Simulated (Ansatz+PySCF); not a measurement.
A calculation with PySCF 2.14.0.

```python
from pyscf import gto, scf, mp

mol = gto.M(atom="""
N 0.000000 0.000000 0.121580
H 0.842260 0.000000 -0.243170
H -0.467920 0.810470 -0.283700
H -0.467920 -0.810470 -0.283700
""", basis='6-31g', charge=0, spin=0)
mf = scf.UHF(mol)
mf.kernel()
pt = mp.MP2(mf, frozen=1).run()
print(mf.e_tot, pt.e_corr, pt.e_tot)
```

The script is written out from the run's settings.

Results

* Converged: yes
* Reference energy: -56.15096 hartree
* Correlation energy: -0.11337 hartree
* Total energy: -56.26433 hartree
